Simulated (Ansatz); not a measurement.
# C₄H₆O₂: a ladder of functionals and wavefunction methods

An exercise on one series of results from a longer session: the logs are not shown, and one member is left open.

Method: functionals in def2-TZVPP, the program's frozen cores in correlated methods; program: Ansatz 0.2.0, Gaussian basis.

Plan: LDA (SPW92), PBE-D4, revPBE-D4, BLYP-D4, r2SCAN-D4, B97M-V, PBE0-D4, B3LYP-D4, r2SCANh-D4, r2SCAN0-D4, HSE06-D4, BHLYP-D4, CAM-B3LYP-D4, LC-ωPBE, ωB97X-V, ωB97M-V, B2PLYP, PBE-QIDH; CCSD(T)/def2-SVP; CCSD(T)/def2-TZVPP; MP2/def2-QZVPP; extrapolation to the limit; RPA on PBE.

## The relaxed structure

All runs share one geometry, relaxed beforehand with PBE0-D4 in a triple-zeta def2 set.

SMILES `C=CCC(=O)O`, 12 atoms, charge 0, spin multiplicity 1.

Atoms are counted from 1 here; the program's logs count them from 0.

Bond lengths: C1–C2 1.324 Å, C1–H7 1.086 Å, C1–H8 1.083 Å, C2–C3 1.491 Å, C2–H9 1.086 Å, C3–C4 1.505 Å, C3–H10 1.099 Å, C3–H11 1.092 Å, C4–O5 1.200 Å, C4–O6 1.344 Å, O6–H12 0.968 Å. Angles: C2–C1–H7 121.7°, C2–C1–H8 121.3°, H7–C1–H8 117.0°, C1–C2–C3 123.9°, C1–C2–H9 120.2°, C3–C2–H9 115.9°, C2–C3–C4 113.1°, C2–C3–H10 110.4°, C2–C3–H11 112.0°, C4–C3–H10 105.6°, C4–C3–H11 109.3°, H10–C3–H11 106.0°, C3–C4–O5 125.9°, C3–C4–O6 111.3°, O5–C4–O6 122.7°, C4–O6–H12 106.6°.

Set-up of the first run:

The input, in.yaml:

```yaml
crystal:
  periodic: [false, false, false]
  atoms:
    - {symbol: C, position_ang: [1.590134, -1.276049, 0.784246]}
    - {symbol: C, position_ang: [0.447319, -0.610684, 0.846108]}
    - {symbol: C, position_ang: [0.133832, 0.584388, 0.012256]}
    - {symbol: C, position_ang: [-1.224150, 0.514590, -0.633013]}
    - {symbol: O, position_ang: [-2.117725, -0.219940, -0.315371]}
    - {symbol: O, position_ang: [-1.343217, 1.418816, -1.620488]}
    - {symbol: H, position_ang: [2.380091, -0.990152, 0.096394]}
    - {symbol: H, position_ang: [1.778047, -2.133338, 1.419459]}
    - {symbol: H, position_ang: [-0.332635, -0.927631, 1.531820]}
    - {symbol: H, position_ang: [0.119450, 1.491766, 0.631914]}
    - {symbol: H, position_ang: [0.890171, 0.756786, -0.756247]}
    - {symbol: H, position_ang: [-2.244416, 1.336251, -1.963179]}
basis:
  gaussian: {orbitals: def2-TZVPP}
hamiltonian: {xc: lda}
output: {orbitals: {seedname: orbitals}}
```

Steps of the session up to this table: LDA; PBE-D4 (GGA); revPBE-D4 (GGA); BLYP-D4 (GGA); r2SCAN-D4 (meta-GGA); B97M-V (meta-GGA); PBE0-D4 (hybrid); B3LYP-D4 (hybrid); r2SCANh-D4 (hybrid); r2SCAN0-D4 (hybrid); HSE06-D4 (hybrid); BHLYP-D4 (hybrid); CAM-B3LYP-D4 (range-separated); LC-ωPBE-D4 (range-separated; the results give it without D4); ωB97X-V (range-separated); ωB97M-V (range-separated); B2PLYP (double hybrid); PBE-QIDH (double hybrid).

One table of the session follows, with a row left open; its other results are not shown here.

It belongs to the step «Orbital energies across the functionals». 

| functional | HOMO (eV) | gap (eV) |
| --- | --- | --- |
| LDA (SPW92) | -6.64 | 5.39 |
| PBE-D4 | -6.43 | 5.45 |
| revPBE-D4 | -6.35 | 5.47 |
| BLYP-D4 | -6.32 | 5.43 |
| r2SCAN-D4 | -6.68 | 5.98 |
| B97M-V | -6.72 | 6.09 |
| PBE0-D4 | -7.69 | 7.81 |
| B3LYP-D4 | -7.47 | 7.32 |
| r2SCANh-D4 | -7.16 | 6.86 |
| r2SCAN0-D4 | -7.84 | 8.11 |
| HSE06-D4 | -7.29 | 7.02 |
| BHLYP-D4 | -8.71 | 9.95 |
| CAM-B3LYP-D4 | -9.06 | 10.33 |
| LC-ωPBE | -10.47 | 12.95 |
| ωB97X-V | ? | ? |
| ωB97M-V | -9.98 | 12.22 |

Estimate the missing values for ωB97X-V.

As computed: HOMO (eV): -10.07; gap (eV): 12.46. In the column «HOMO (eV)» it lies between LC-ωPBE (-10.47) and ωB97M-V (-9.98).
